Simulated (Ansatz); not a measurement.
# AlNH₃+ (triplet): wave-function methods side by side, cc-pVDZ

An exercise on one series of results from a longer session: the logs are not shown, and one member is left open.

Computed with Ansatz 0.2.0, Gaussian basis. Level: cc-pVDZ, core rule «outside noble gas», up to 6 orbitals frozen.

The runs, in order: UHF; CCSD(T) on ROHF; CCSD(T) on UHF; BCCD(T) on ROHF; CISD; CCSDT(Q) on ROHF; CCSDT(Q) on UHF.

25 further runs of the same task are left out: 4 for a known fault of the program, 8 that didn't finish, 13 set aside as unsound or not needed.

### What is computed

The geometry is a PBE0/def2-TZVP stationary point (not a proven minimum) of the parent state, kept for this charge and spin.

5 atoms, charge 1, spin multiplicity 3.

Atoms are counted from 1 here; the program's logs count them from 0.

Bond lengths: Al1–N2 1.744 Å, Al1–H3 1.581 Å, Al1–H4 1.581 Å, N2–H5 1.005 Å. Angles: N2–Al1–H3 117.1°, N2–Al1–H4 117.1°, H3–Al1–H4 125.8°, Al1–N2–H5 180.0°.

The first run:

in.yaml reads:

```yaml
crystal:
  periodic: [false, false, false]
  atoms:
    - {symbol: Al, position_ang: [0.000000, 0.000000, 0.585096]}
    - {symbol: N, position_ang: [0.000000, 0.000000, -1.159176]}
    - {symbol: H, position_ang: [0.000000, 1.407264, 1.304973]}
    - {symbol: H, position_ang: [0.000000, -1.407264, 1.304973]}
    - {symbol: H, position_ang: [0.000000, 0.000000, -2.164038]}
basis:
  gaussian: {orbitals: cc-pVDZ}
total_charge: 1
magnetization: {spin_polarized: true, initial_magnetization: 2}
hamiltonian: {xc: hf}
output: {orbitals: {seedname: orbitals}}
```

On the command line:

```
$ ansatz run in.yaml --threads 1 --pin off --events-out ev --progress --plain --max-ram 2393MiB
```

Steps of the session up to this table: UHF; CCSD(T) on ROHF; CCSD(T) on UHF; BCCD(T) on ROHF; CISD; CCSDT(Q) on ROHF; CCSDT(Q) on UHF.

One table of the session follows, with a row left open; its other results are not shown here.

It belongs to the step «Misses and costs». 

| method | from UCCSDT(Q) (kcal/mol) |
| --- | --- |
| ROHF | +130.57 |
| UHF | +125.14 |
| RMP2 | +26.59 |
| UMP2 | +26.24 |
| CISD | +10.92 |
| RCCSD | +2.93 |
| UCCSD | +2.85 |
| RCCSD(T) | +0.77 |
| UCCSD(T) | +0.74 |
| BCCD(T) | +0.74 |
| RCCSDT | +0.15 |
| UCCSDT | +0.12 |
| RCCSDT(Q) | ? |
| UCCSDT(Q) | 0 |

Q: Estimate the row for RCCSDT(Q) from the others.

As computed: from UCCSDT(Q) (kcal/mol): +0.04. In the column «from UCCSDT(Q) (kcal/mol)» it lies between UCCSDT(Q) (0) and UCCSDT (+0.12).

Caveats from the session: Restricted and unrestricted rows rest on different reference determinants; where their highest levels disagree by more than a few hundredths of an eV, they describe different states and don't form one ladder.
